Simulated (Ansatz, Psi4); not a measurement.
## C2H4S (thiirane): from total energies to a heat of formation

C2H4S: 7 atoms, total charge 0, spin state singlet. As SMILES, `C1CS1`. The shape is that of a PBE0-D4/def2-TZVP optimisation.

Total energies at HF/3-21G (Psi4 1.11); the atoms run unrestricted:

| species | state | energy (Eh) |
| --- | --- | --- |
| C2H4S | singlet | -473.148455 |
| C | triplet | -37.481070 |
| S | triplet | -395.551336 |
| H | doublet | -0.496199 |

Harmonic wavenumbers at PBE0-D4/def2-TZVP, in cm⁻¹: 667, 717, 835, 902, 963, 1043, 1075, 1159, 1190, 1464, 1490, 3140, 3141, 3222, 3236.

Measured heats of formation of the gaseous atoms at 298.15 K, in kJ/mol: C 716.9, S 277.0, H 218.0. Spin-orbit lowering of the atoms at 298 K (mean of the ground term's levels less their thermal mean, from spectra), in kJ/mol: C 0.02, S 1.88. Take 1 Eh = 2625.50 kJ/mol, 1 cm⁻¹ = 0.0119627 kJ/mol, RT = 2.479 kJ/mol.

**Question.** Work out the heat of formation of the gas at 298 K.

**Answer.** 
1. Electronic atomisation energy: 2 × (-37.481070) + (-395.551336) + 4 × (-0.496199) − (-473.148455) = 0.650183 Eh = 1707.1 kJ/mol.
2. Zero-point energy: half the sum of the wavenumbers, 12122 cm⁻¹ = 145.0 kJ/mol.
3. Thermal vibrational enthalpy, Σ hcν̃/(exp(hcν̃/kT) − 1): 1.3 kJ/mol. Translation, rotation and pV of a non-linear molecule: 4 RT = 9.9 kJ/mol.
4. The 7 free atoms carry 5/2 RT each: 43.4 kJ/mol.
5. Spin-orbit coupling lowers the free atoms by 2 × 0.02 + 1.88 = 1.9 kJ/mol.
6. Atomisation enthalpy at 298 K: 1707.1 − 1.9 − 145.0 − 1.3 − 9.9 + 43.4 = 1592.4 kJ/mol.
7. Sum of the atoms' heats of formation: 2582.8 kJ/mol. Heat of formation: 2582.8 − 1592.4 = +990.4 kJ/mol.

The tabulated value is +82.0 kJ/mol (CRC Handbook of Chemistry and Physics), so this level is off by +908.4 kJ/mol, or 36.3 % of the atomisation enthalpy that the table implies (2500.7 kJ/mol). Hartree–Fock leaves out correlation, which is larger in the molecule than in the atoms, so it underbinds and puts the heat of formation too high. A basis without polarisation functions underbinds badly. Anharmonicity and any spin-orbit splitting of the molecule are left out.
